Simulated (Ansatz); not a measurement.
# Other spins and charges of B–CH2, doublet at one geometry

Geometry (PBE0/def2-TZVP stationary point for this spin, not checked as a minimum):

| atom | x (Å) | y (Å) | z (Å) |
| --- | --- | --- | --- |
| B | 0.0000 | 0.0000 | 0.8265 |
| C | 0.0000 | 0.0000 | -0.5553 |
| H | 0.0000 | -0.9252 | -1.1237 |
| H | 0.0000 | 0.9252 | -1.1237 |

Basis cc-pVDZ; Ansatz 0.2.0. Only valence electrons are correlated (noble-gas cores frozen). Prefix R: restricted or restricted open-shell reference; prefix U: unrestricted. Active spaces: valence = (9e, 10o) chosen from the atoms' valence shells.

Gaps are energies of the second state less the first, at fixed atoms, for a selection of the levels run; each method lands on the state that its own search finds for that charge and spin.

Unrestricted rows (U, and Kohn–Sham where it breaks symmetry) aren't spin-pure: their determinants' ⟨S²⟩ exceeds S(S+1) by up to 0.17, so they mix in states of higher spin. For open shells CISD is restricted-active-space CI with the open shells as a complete middle space. A value is left out where its run failed or describes another state than the reference as far as symmetry and spin tell, or, spin-broken singlets apart, can't be checked.

Removing an electron, to the triplet: 9.275 eV at RCCSDTQ.

| level | gap (eV) | error (meV) | ⟨S²⟩ where 0.1 over S(S+1) (first / second) |
| --- | --- | --- | --- |
| RHF | 7.854 | -1421 | – / – |
| UHF | 7.948 | -1327 | 0.92 / – |
| RMP2 | 9.157 | -118 | – / – |
| UMP2 | 9.010 | -265 | 0.92 / – |
| CISD | 8.977 | -298 | – / – |
| RCCSD | 9.167 | -108 | – / – |
| UCCSD | 9.166 | -109 | 0.92 / – |
| RCCSD(T) | 9.263 | -12 | – / – |
| UCCSD(T) | 9.256 | -19 | 0.92 / – |
| BCCD(T) | 9.263 | -12 | – / – |
| RCCSDT | 9.268 | -7 | – / – |
| UCCSDT | 9.268 | -7 | 0.92 / – |
| RCCSDT(Q) | 9.276 | 1 | – / – |
| UCCSDT(Q) | 9.277 | 2 | 0.92 / – |
| CASSCF (valence space) | 8.540 | -735 | – / – |
| NEVPT2 (valence space) | 9.108 | -167 | – / – |
| MRCISD (valence space) | 9.211 | -64 | – / – |
| MRCISD+Q (valence space) | 9.269 | -6 | – / – |
| PBE | 9.444 | 169 | – / – |
| r2SCAN | 9.277 | 2 | – / – |
| PBE0 | 9.318 | 43 | – / – |
| B3LYP | 9.409 | 134 | – / – |
| wB97M-V | 9.307 | 32 | – / – |
| B2PLYP | 9.277 | 2 | – / – |
| RPA-PBE | 9.401 | 126 | – / – |

PBE gives 2.394 eV for quartet less doublet. Estimate what RCCSDTQ gives in cc-pVDZ.

RCCSDTQ in cc-pVDZ gives 2.359 eV, so against it PBE is off by 0.035 eV.

```
                 level  gap (eV)  error (meV)  ⟨S²⟩ where 0.1 over S(S+1) (first / second)
                   RHF     1.229        -1130                                        – / –
                  UMP2     2.115         -244                                     0.92 / –
                 UCCSD     2.244         -115                                     0.92 / –
              RCCSD(T)     2.344          -15                                        – / –
               BCCD(T)     2.343          -16                                        – / –
                RCCSDT     2.351           -8                                        – / –
                UCCSDT     2.351           -8                                     0.92 / –
             RCCSDT(Q)     2.360            1                                        – / –
CASSCF (valence space)     2.285          -74                                        – / –
                B2PLYP     2.398           39                                        – / –
```

In so small a basis the reference is far from its limit while semilocal and hybrid functionals are nearer theirs (RPA and double hybrids share much of the reference's basis error), so the functionals' errors here hold much of the reference's basis and frozen-core error, which can add to them or hide them.

Full CI isn't at hand for all of this; RCCSDTQ serves as the reference, and is uncertain by about the last step of the cluster series. The frozen core follows each run's orbitals, which can shift R against U totals by a few meV.
